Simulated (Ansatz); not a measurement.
System: hcp Be. Method: PBE (plane waves, PAW; Ansatz, a quantum-chemistry and plane-wave program).

Run with plane-wave cutoff 520 eV, 30×30×16 k mesh (along the axes of the cell as run), Fermi–Dirac smearing 0.05 eV, scalar-relativistic PAW data made under PBE.

Equation-of-state points:

```
V (Å³/atom)  E − E_lowest (meV/atom)
-----------  -----------------------
7.593                           5.14
7.751                           1.25
7.909                           0.00
8.067                           1.18
8.225                           4.58
```

Estimate the bulk modulus and its pressure derivative from these points.

V0 = 7.909 Å³/atom, B0 = 123 GPa, B′ = 3.3 (fit to the energies at full precision).

Shape and atoms are relaxed at each volume.

Measured, for comparison: bulk modulus 117 GPa (room temperature, not corrected to a static lattice, sources range from 97.2 to 117; as tabulated in arXiv:2410.04971). Computed less measured: bulk modulus +5 % (+5 % to +27 % over the range). A static lattice is as a rule a little smaller and stiffer than an uncorrected measurement, which can account for part of this in the bulk modulus.

The computed numbers hold no vibrational or temperature effects.
